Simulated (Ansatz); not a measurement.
```yaml
crystal:
  periodic: [false, false, false]
  atoms:
    - {symbol: B, position_ang: [-0.740057, 0.961216, -0.693339]}
    - {symbol: N, position_ang: [-0.448598, 0.104424, 0.379443]}
    - {symbol: Al, position_ang: [0.977815, -0.996049, 0.447095]}
    - {symbol: H, position_ang: [-1.710020, 1.667497, -0.670796]}
    - {symbol: H, position_ang: [0.002591, 0.973525, -1.637240]}
    - {symbol: H, position_ang: [-1.101213, 0.127210, 1.151897]}
    - {symbol: H, position_ang: [1.974407, -1.002514, -0.774843]}
    - {symbol: H, position_ang: [1.137277, -1.892508, 1.742083]}
basis:
  gaussian: {orbitals: cc-pVTZ, point_charges: [{charge: 2.00, position_ang: [5.996, 0.021, -0.246]}]}
total_charge: -1
magnetization: {spin_polarized: true, initial_magnetization: 1}
hamiltonian: {xc: {name: HF}}
correlation: {method: mp2, frozen_orbitals: {B: 9}}
output: {forces: true}
```

```sh
$ ansatz run in.yaml --threads 2 --pin off --events-out ev --progress --plain --max-ram 4352MiB
```

(1) How does Ansatz answer? (Best estimate.)

Results:

(1) Ansatz gave: The input was rejected before any iteration.
```
Functional definition: HF
  name "HF"
  cite "Fock, Z. Phys. 61, 126 (1930) doi:10.1007/BF01340294"
  parent pbe
  exchange = exact_x
  correlation = 0
Error: "frozen_orbitals" has no count for N
```
